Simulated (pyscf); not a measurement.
Optimised with ωB97X-D3(BJ)/def2-SVP in PySCF.

Task: For the elementary gas-phase step C⁻≡N⁺–CH₃ + H₂ -> H₂C=N–CH₃ (singlet surface; H–H broken, C–H, C–H formed), what barrier and reaction energy does ωB97M-D3(BJ)/def2-TZVP give, measured from the separated reactants?

Result: ΔE‡ = 2.61 eV, ΔE = -1.23 eV. Zero-point energy shifts the barrier by +0.11 eV. It is an insertion, with an imaginary mode of 1666i cm⁻¹. From the product side, H₂C=N• + CH₃• lies, by one bond made or cut, 0.42 eV under this saddle at ωB97M-D3(BJ)/def2-TZVP. C⁻≡N⁺–CH₃ lies 0.98 eV over its isomer H₃C–C≡N (electronic energy, ωB97M-D3(BJ)/def2-TZVP). H₂C=N–CH₃ lies 0.39 eV over its isomer H₃C–CH=NH (electronic energy, ωB97M-D3(BJ)/def2-TZVP). This is the saddle that the search found; another between the same sides may lie lower.
